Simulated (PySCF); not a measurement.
# C2H4O2: core ionisation energies

Methyl formate, C2H4O2.
Bonds: C1–O2, O2–C3, C3–O4 (double). Hydrogens: H5, H6, H7 on C1; H8 on C3.

The calculation used delta-SCF UKS SCAN, pcX-2 on the ionised atom, pcseg-1 elsewhere, spin-free X2C in PySCF. These are vertical core ionisation energies against the vacuum level, from separate self-consistent calculations with and without the core hole.

Q: Give the core binding energies atom by atom.

A: 
| atom(s) | environment | level | binding energy (eV) | above the level's lowest (eV) | count |
| --- | --- | --- | --- | --- | --- |
| C1 | methoxy carbon | C 1s | 292.83 | 0.00 | 1 |
| C3 | ester carbonyl carbon | C 1s | 294.99 | +2.16 | 1 |
| O4 | ester carbonyl oxygen | O 1s | 538.21 | 0.00 | 1 |
| O2 | ester single-bonded oxygen | O 1s | 540.01 | +1.80 | 1 |

The listed C 1s values span 2.16 eV, from C1 (bonded to O and 3 H) to C3 (bonded to O (double bond), O and H). Summing the Pauling electronegativity differences to the bonded atoms, each weighted by its formal bond order, gives -0.16 for the lowest site and +2.32 for the highest.

Lowest listed O 1s: O4, bonded to C (double bond). Highest, 1.80 eV above it: O2, bonded to 2 C. Summing the Pauling electronegativity differences to the bonded atoms, each weighted by its formal bond order, gives -1.78 for the lowest site and -1.78 for the highest; the sum is the same at every site.

Q: Which photon energy gives electrons from O 1s of O2 (atom 2) a kinetic energy of 20 eV, and what is their de Broglie wavelength?

A: hν = 540.01 + 20 = 560.01 eV, recoil neglected; λ = 12.264 Å/√(E/eV) = 2.74 Å.

Geometry: GFN2-xTB, one conformer, isolated molecule.

The run took 12 s on an x86-64 server with one thread, on a shared host.

Shape of the structure used: `[CH3:1][O:2][CH:3]=[O:4]`: C1–O2–C3–O4 0°.
